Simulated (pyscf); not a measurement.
Thermochemistry of product channels of F–WH₂(F)(F)–F (SMILES [F][WH2]([F])([F])[F]) on the singlet surface, in kcal/mol, from ωB97M-D3(BJ)/def2-TZVP energies (ideal gas, 1 atm, RRHO with modes under 100 cm⁻¹ raised to 100, one conformer, R ln 2 for rigid chiral ones). Optimised with ωB97X-D3(BJ)/def2-SVP in PySCF.

```
products                                                                    ΔE  ΔH(298 K)  ΔG(600 K)  ΔG(900 K)
-----------------------------------------------------------------------  -----  ---------  ---------  ---------
F–W(F)(F)–F (SMILES [F][W]([F])([F])[F]) [singlet] + H₂ (SMILES [H][H])   +3.0       +0.2      -18.1      -27.6
HF (SMILES F) + F–WH(F)–F (SMILES [F][WH]([F])[F]) [singlet]             +36.6      +36.1      +12.6       +1.0
```

The channel to HF + F–WH(F)–F [singlet] turns favourable between 298 and 1200 K (ΔG from +24.5 kcal/mol to -10.4 kcal/mol).

These are energies of the channels, which say nothing of barriers. F–WH(F)–F [singlet] is an excited spin state, 10.2 kcal/mol over the triplet at ωB97X-D3(BJ). A restricted singlet here is unstable towards spin polarisation, as is usual where a triplet lies low; its energy is less safe. Elements past Kr carry the def2 core potentials, without spin-orbit coupling.
